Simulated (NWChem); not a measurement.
# Ionisation of F4Si

```xyz
5

F      0.0000    -1.2951    -0.9158
Si     0.0000     0.0000     0.0000
F      0.0000     1.2951    -0.9158
F      1.2951     0.0000     0.9158
F     -1.2951     0.0000     0.9158
```
Charge 0, spin multiplicity 1.

All runs are NWChem calculations. All single points use one geometry, from PBE0/def2-SVP, a minimum by its harmonic frequencies.

Basis set: def2-TZVP. −ε marks an orbital energy of the parent.

B3LYP has NWChem's definition, with VWN1-RPA local correlation. The structure started from a generated list of species.

**Question.** For the first vertical ionisation energy, −ε(HOMO) of BHandHLYP gives 14.93 eV and −ε(HOMO) of PBE gives 10.58 eV. What do −ε(HOMO) of B3LYP, −ε(HOMO) of HF, −ε(HOMO) of r2SCAN give?

**Answer.** −ε(HOMO) of B3LYP: 12.44 eV; −ε(HOMO) of HF: 18.47 eV; −ε(HOMO) of r2SCAN: 11.14 eV.
